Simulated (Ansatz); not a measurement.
Relaxation of AlH$_{6}$NO (9 atoms, charge 0, multiplicity 1), to a largest force component of 0.03 eV/Å in at most 50 steps.

These are results of RKS PBE-D4/cc-pVDZ in Ansatz 0.2.0, not measurements.

```xyz
9
Properties=species:S:1:pos:R:3
Al -0.013 -0.415 0.001
O -0.171 -0.343 1.770
H -1.065 -0.476 2.135
H 1.491 -0.513 -0.524
H -1.340 -0.592 -0.887
N 0.141 2.540 0.925
H 1.054 2.971 1.135
H -0.563 3.288 1.007
H -0.035 1.866 1.708
```

**Question.** Where does it end, and by what steps?

**Answer.** The forces met the threshold. The force dipped under the threshold on the way, but the program's further checks kept it going. After 20 steps the energy has fallen by 0.813 eV; H5 moved furthest, 0.81 Å. Joined: Al1–N6 (3.10 → 2.08 Å).

```json
{"step": "0", "energy less start (eV)": "0.0000", "largest force component (eV/Å)": "0.826", "accepted": "yes"}
{"step": "1", "energy less start (eV)": "-0.1849", "largest force component (eV/Å)": "0.640", "accepted": "yes"}
{"step": "2", "energy less start (eV)": "-0.4118", "largest force component (eV/Å)": "0.748", "accepted": "yes"}
{"step": "3", "energy less start (eV)": "-0.6451", "largest force component (eV/Å)": "0.926", "accepted": "yes"}
{"step": "4", "energy less start (eV)": "-0.7365", "largest force component (eV/Å)": "1.066", "accepted": "yes"}
{"step": "5", "energy less start (eV)": "-0.6994", "largest force component (eV/Å)": "1.428", "accepted": "no"}
{"step": "6", "energy less start (eV)": "-0.7772", "largest force component (eV/Å)": "0.462", "accepted": "yes"}
{"step": "7", "energy less start (eV)": "-0.7975", "largest force component (eV/Å)": "0.178", "accepted": "yes"}
{"step": "8", "energy less start (eV)": "-0.7989", "largest force component (eV/Å)": "0.547", "accepted": "yes"}
{"step": "9", "energy less start (eV)": "-0.8088", "largest force component (eV/Å)": "0.051", "accepted": "yes"}
{"step": "10", "energy less start (eV)": "-0.8096", "largest force component (eV/Å)": "0.050", "accepted": "yes"}
{"step": "11", "energy less start (eV)": "-0.7888", "largest force component (eV/Å)": "1.196", "accepted": "no"}
{"step": "12", "energy less start (eV)": "-0.8102", "largest force component (eV/Å)": "0.075", "accepted": "yes"}
{"step": "13", "energy less start (eV)": "-0.8082", "largest force component (eV/Å)": "0.512", "accepted": "no"}
{"step": "14", "energy less start (eV)": "-0.8115", "largest force component (eV/Å)": "0.042", "accepted": "yes"}
{"step": "15", "energy less start (eV)": "-0.8124", "largest force component (eV/Å)": "0.022", "accepted": "yes"}
{"step": "16", "energy less start (eV)": "-0.8107", "largest force component (eV/Å)": "0.442", "accepted": "no"}
{"step": "17", "energy less start (eV)": "-0.8127", "largest force component (eV/Å)": "0.039", "accepted": "yes"}
{"step": "18", "energy less start (eV)": "-0.8128", "largest force component (eV/Å)": "0.149", "accepted": "yes"}
{"step": "19", "energy less start (eV)": "-0.8129", "largest force component (eV/Å)": "0.103", "accepted": "yes"}
{"step": "20", "energy less start (eV)": "-0.8132", "largest force component (eV/Å)": "0.018", "accepted": "yes"}
```

```xyz
9
Properties=species:S:1:pos:R:3
Al -0.067 0.155 0.246
O -0.464 -0.228 1.948
H -0.727 -1.126 2.211
H 1.419 -0.222 -0.279
H -1.292 0.215 -0.813
N 0.142 2.137 0.858
H 1.083 2.545 0.771
H -0.529 2.808 0.460
H -0.070 2.041 1.867
```

Whether the end is a true minimum wasn't checked by a vibrational analysis.

Time of the run: 68 s on 1 thread of AMD EPYC 7R43 64-Core Processor (Zen 3), on a shared host, peak memory 0.14 GiB.
